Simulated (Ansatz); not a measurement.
Several settings on one geometry of SiClH3 (SiH3Cl) (that of the charge 0 singlet, r2SCAN-D4/def2-TZVP). Ansatz on 2 threads of Arm Neoverse V2 on a shared host; times are rough.

```xyz
5

Si   -0.001    0.001   -0.128
Cl    0.013   -0.020    1.928
H     1.398    0.011   -0.609
H    -0.709    1.218   -0.582
H    -0.701   -1.210   -0.608
```

Totals from different functionals, basis sets or treatments of relativity can't be compared as stabilities.

The 6-31G sets use Cartesian d functions.

The spins typed aren't always the lowest for that charge.

Problem. Give the basis size and estimate the energy, ⟨S²⟩ and time of these runs.

```
run                 method  charge    state                                                                                           further keys
  1     RKS ωB97X-V/6-31G*       0  singlet                                                                                                      –
  2  UKS r2SCANh/def2-SVPD       0  triplet  fitting: {mean_field: cc-pVTZ-jkfit}; final_grid: {core_spheres: 20, valence_spheres: 16, degree: 47}
  3     RKS BLYP/6-31++G**       0  singlet                                                                         scf: {lower_state_search: off}
```

Solution. 
```
run  functions  energy (Eh)  ⟨S²⟩  wall time
  1         44    -751.3778     –      1.6 s
  2         75    -750.9845  2.01       20 s
  3         64    -751.4802     –      0.3 s
```
